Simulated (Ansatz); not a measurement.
# HC–O–Si⁺, triplet in cc-pVDZ: errors against UCCSDT(Q)

Geometry: that of the HC–O–Si, quartet, kept fixed.

```yaml
atoms:
  - { symbol: C, position_ang: [0.0000, -0.3103, 1.6466] }
  - { symbol: O, position_ang: [0.0000, 0.3518, 0.5441] }
  - { symbol: Si, position_ang: [0.0000, -0.0732, -1.1086] }
  - { symbol: H, position_ang: [0.0000, 0.1527, 2.6323] }
```

Basis cc-pVDZ; Ansatz 0.2.0. Only valence electrons are correlated (noble-gas cores frozen), which leaves 14 electrons in 44 orbitals. Prefix R: restricted or restricted open-shell reference; prefix U: unrestricted. Active spaces: frontier = (10e, 10o) about the gap.

Full CI isn't at hand for all of this; UCCSDT(Q) serves as the reference, and is uncertain by the last step of the cluster series or more. The frozen core follows each run's orbitals, which can shift R against U totals by a few meV.

For open shells CISD is restricted-active-space CI with the open shells as a complete middle space.

```
UHF ⟨S²⟩                          : 2.078
T1 diagnostic (RCCSD)             : 0.0737
largest doubles amplitude (RCCSD) : 0.094
T1 diagnostic (UCCSD)             : 0.0362
```

```tsv
level	E − E(UCCSDT(Q)) (kJ/mol)	share of correlation (%)	wall time
RHF	1015.6	0.00	–
UHF	996.9	1.84	–
RMP2	133.6	86.84	–
UMP2	123.4	87.85	–
CISD	154.2	84.81	9.5 s
RCCSD	46.3	95.44	–
UCCSD	43.6	95.71	–
RCCSD(T)	9.5	99.07	12 s
UCCSD(T)	8.8	99.13	9.5 s
BCCD(T)	7.8	99.23	12 s
RCCSDT	4.2	99.59	–
UCCSDT	4.0	99.60	–
RCCSDT(Q)	1.4	99.86	1.9 min
```

The correlation energy at UCCSDT(Q), counted from RHF, is -10.526 eV. That run took 89 s on 1 thread of Arm Neoverse V1, shared host.

Run but not shown, since their state, orbitals or frozen core can't be matched to the reference's or they repeat it: CASSCF (frontier space), NEVPT2 (frontier space).

Times hold each run's SCF and search for its determinant on a shared host, so for small cases they say little of a method's own cost; they ran on 1 thread of Arm Neoverse V1.
